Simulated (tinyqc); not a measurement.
Worked calculation: RHF in the sto-3g basis, for H2F+, spin multiplicity 1. One step of it, computed by the program tinyqc.

Task: Iteration 2: DIIS coefficients. Solve [B -1; -1 0][c; lambda] = [0; -1] for the coefficients, which sum to one.

B (overlaps of the stored error matrices):
```
               1              2
1  2.0624179e+00  6.5007466e-01
2  6.5007466e-01  3.5496338e-01
```

Give: DIIS coefficients.

Result:

DIIS coefficients: -0.2641  1.2641
